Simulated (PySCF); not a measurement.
This PySCF input (PBE/aug-cc-pVDZ) gives -93.59784 Eh with 64 basis functions.

```python
import numpy as np, basis_set_exchange as bse
from pyscf import gto, scf, dft, df

basis = {'C': gto.basis.parse(bse.get_basis('aug-cc-pVDZ', elements=['C'], fmt='nwchem')), 'H': gto.basis.parse(bse.get_basis('aug-cc-pVDZ', elements=['H'], fmt='nwchem')), 'N': gto.basis.parse(bse.get_basis('aug-cc-pVDZ', elements=['N'], fmt='nwchem'))}
mol = gto.M(
    atom='''
    C    -0.00000000   -0.00000000   -0.59802389
    N     0.00000000    0.00000000    0.53145448
    H    -0.00000000   -0.00000000   -1.67932452
    H     0.00000000    0.00000000    1.54728651
    ''',
    basis=basis,
    charge=1,
    verbose=4,
    max_memory=2160,
)
mf = dft.RKS(mol, xc='pbe')
mf.grids.level = 3
mf = mf.density_fit(auxbasis=df.autoaux(mol))
mf.conv_tol = 1e-9
mf.max_cycle = 100
print('smallest overlap eigenvalue', np.linalg.eigvalsh(mol.intor('int1e_ovlp'))[0])
mf.kernel()
dip = mf.dip_moment()
```

Change:
```diff
- basis = {'C': gto.basis.parse(bse.get_basis('aug-cc-pVDZ', elements=['C'], fmt='nwchem')), 'H': gto.basis.parse(bse.get_basis('aug-cc-pVDZ', elements=['H'], fmt='nwchem')), 'N': gto.basis.parse(bse.get_basis('aug-cc-pVDZ', elements=['N'], fmt='nwchem'))}
+ basis = {'C': gto.basis.parse(bse.get_basis('aug-cc-pVQZ', elements=['C'], fmt='nwchem')), 'H': gto.basis.parse(bse.get_basis('aug-cc-pVQZ', elements=['H'], fmt='nwchem')), 'N': gto.basis.parse(bse.get_basis('aug-cc-pVQZ', elements=['N'], fmt='nwchem'))}
```

**Question.** What does the run give now?

**Answer.** -93.63159 Eh (PBE/aug-cc-pVQZ, 252 functions), a change of -33.75 mEh.
